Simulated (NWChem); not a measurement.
# formaldehyde (CH2O); SMILES O=C

Computed with NWChem. Each level has its own optimisation. Entropies are gas-phase, rigid-rotor, harmonic values for NWChem's default masses at 298.15 K and 1 bar, so the errors hold that model's part too (torsions, anharmonicity).

Measured entropy at 1 bar: 52.3 cal/(mol K) (CRC Handbook, as tabulated in the package chemicals).

| level | entropy at 1 bar (cal/(mol K)) | computed − measured |
|---|---|---|
| Hartree-Fock/STO-3G | 52.2 | -0.1 |
| Hartree-Fock/def2-SVP | 52.1 | -0.2 |
| Hartree-Fock/def2-SVPD | 52.1 | -0.2 |
| Hartree-Fock/def2-TZVP | 52.1 | -0.2 |
| Hartree-Fock/def2-TZVPD | 52.1 | -0.2 |
| Hartree-Fock/def2-TZVPP | 52.1 | -0.2 |
